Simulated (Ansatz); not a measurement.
Low-lying states of O2

Computed with Ansatz's Gaussian-basis code (development build). State-averaged CASSCF with equal weights; occupations are averaged over the states; levels count from the state that is lowest in CASSCF. No symmetry is imposed, so a solution can break that of the shape. Lower solutions, or ones in other orbitals, may exist. CASSCF levels without dynamic correlation can be off by over 1 eV. The average may hold one member of a degenerate pair alone.

Geometry: bond length 1.2100 Å.

Basis cc-pVDZ, nonrelativistic, 2 orbitals frozen in the corrections; active space CAS(4,3). Averaged: 1 singlet, 1 triplet.

Problem. Give the levels in order, with their spins.

Solution. 

| state | CASSCF (eV) |
| --- | --- |
| singlet | 0.000 |
| triplet | 0.102 |

Occupations: 1.92, 1.45, 0.63.

Same geometry.

Basis cc-pVDZ, nonrelativistic, 2 orbitals frozen in the corrections; active space CAS(4,3). Averaged: 3 triplets.

Problem. Give the levels in order.

Solution. 

```json
{"state": "triplet", "CASSCF (eV)": "0.000"}
{"state": "triplet", "CASSCF (eV)": "4.159"}
{"state": "triplet", "CASSCF (eV)": "8.308"}
```

Occupations: 1.33, 1.33, 1.33.

Geometry: bond length 1.1883 Å.

Basis cc-pVDZ, nonrelativistic, 2 orbitals frozen in the corrections; active space CAS(12,8). Averaged: 2 triplets.

Problem. Give the levels in order.

Solution. 

```tsv
state	CASSCF (eV)	SC-NEVPT2 (eV)
triplet	0.000	0.000
triplet	6.473	6.644
```

Occupations: 2.00, 2.00, 1.97, 1.73, 1.73, 1.27, 1.27, 0.04.
